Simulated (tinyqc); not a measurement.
Worked calculation: UKS/BLYP in the sto-3g basis, for H2O+, spin multiplicity 2. One step of it, computed by the program tinyqc.

Task: Iteration 2: DIIS coefficients. Solve [B -1; -1 0][c; lambda] = [0; -1] for the coefficients, which sum to one.

B (overlaps of the stored error matrices):
$$\begin{pmatrix}
1.9615877e+00 & -1.8395277e-01 \\
-1.8395277e-01 & 4.3618871e-01
\end{pmatrix}$$

Give: DIIS coefficients.

Result:

DIIS coefficients: [0.2242, 0.7758]
